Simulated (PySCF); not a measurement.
## Choosing a basis for TDDFT

Pentane, C5H12.
Bonds: C1–C2, C2–C3, C3–C4, C4–C5. Hydrogens: H6, H7, H8 on C1; H9, H10 on C2; H11, H12 on C3; H13, H14 on C4; H15, H16, H17 on C5.

TDDFT with PBE0 (PySCF), vertical singlets, core orbitals frozen in the response, spherical d and f functions. Geometry: PBE0-D3(BJ)/def2-SVP, one conformer, isolated molecule.

**Question.** How do the low singlets change with the basis? Take 6-31G*, 6-31+G*, def2-SVP, def2-SVPD, aug-cc-pVDZ, def2-TZVP and def2-TZVPD.

**Answer.** 

| basis | functions | diffuse | S1 (eV) | S2 (eV) | S3 (eV) | S4 (eV) | S5 (eV) | LUMO (eV) | α (au) |
| --- | --- | --- | --- | --- | --- | --- | --- | --- | --- |
| 6-31G* | 94 | no | 10.24 | 10.26 | 10.59 | 10.60 | 10.89 | 2.88 | 55.0 |
| 6-31+G* | 114 | yes | 8.51 | 8.58 | 8.68 | 8.73 | 8.84 | 0.78 | 60.0 |
| def2-SVP | 130 | no | 9.38 | 9.53 | 9.72 | 9.80 | 10.10 | 1.89 | 57.3 |
| def2-SVPD | 196 | yes | 8.51 | 8.66 | 8.83 | 8.90 | 9.13 | 0.85 | 64.8 |
| aug-cc-pVDZ | 223 | yes | 7.84 | 7.95 | 8.15 | 8.18 | 8.32 | 0.02 | 66.4 |
| def2-TZVP | 227 | no | 8.79 | 8.89 | 9.13 | 9.18 | 9.44 | 1.22 | 63.7 |
| def2-TZVPD | 293 | yes | 8.17 | 8.28 | 8.48 | 8.53 | 8.72 | 0.47 | 66.2 |

States are compared by their number. Against the largest diffuse basis here (def2-TZVPD, itself not a converged limit), sets without diffuse functions differ by up to 2.07 eV in S1 and 2.17 eV in S5; the smaller diffuse sets differ by up to 0.34 and 0.41 eV. State by state, the largest deviation of a set without diffuse functions is S1 2.07, S2 1.98, S3 2.11, S4 2.06, S5 2.17 eV. The same number needn't mean the same state in each row. Against def2-TZVPD the polarisability deviates by -17% in 6-31G*, -9% in 6-31+G*, -13% in def2-SVP, -2% in def2-SVPD, 0% in aug-cc-pVDZ, -4% in def2-TZVP. A single + in a Pople set puts diffuse functions on heavy atoms only.
